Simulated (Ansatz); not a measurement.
We consider antiferromagnetic (type II) rock-salt NiO, described by LDA (plane waves, PAW; Ansatz, a quantum-chemistry and plane-wave program).

Settings: plane-wave cutoff 520 eV, 14×14×14 k mesh, Fermi–Dirac smearing 0.01 eV, spin-polarised with opposed moments, scalar-relativistic PAW data made under PBE.

Cell (relaxed at this level):

```yaml
crystal:
  lattice:
    - [4.04268, 2.00286, 2.00286]
    - [2.00286, 4.04268, 2.00286]
    - [2.00286, 2.00286, 4.04268]
  atoms:
    - { symbol: Ni, position: [0.00000, 0.00000, 0.00000], spin: 2.0 }
    - { symbol: Ni, position: [0.50000, 0.50000, 0.50000], spin: -2.0 }
    - { symbol: O, position: [0.25000, 0.25000, 0.25000] }
    - { symbol: O, position: [0.75000, 0.75000, 0.75000] }
```

Q: Estimate the magnetic moment (largest site, within a sphere), pressure derivative B′ of the bulk modulus, direct gap at Γ and band gap that the calculation returns.

A: 
- magnetic moment (largest site, within a sphere): 1.14 μB
- pressure derivative B′ of the bulk modulus: 4.5
- direct gap at Γ: 2.23 eV
- band gap: 0.42 eV (indirect)

Note: without U or exact exchange, gaps and moments of open d shells tend to come out too small; the bulk modulus comes from volumes at which shape and atoms were relaxed.

Spins in the cell block are starting values.

Moments are spin moments.
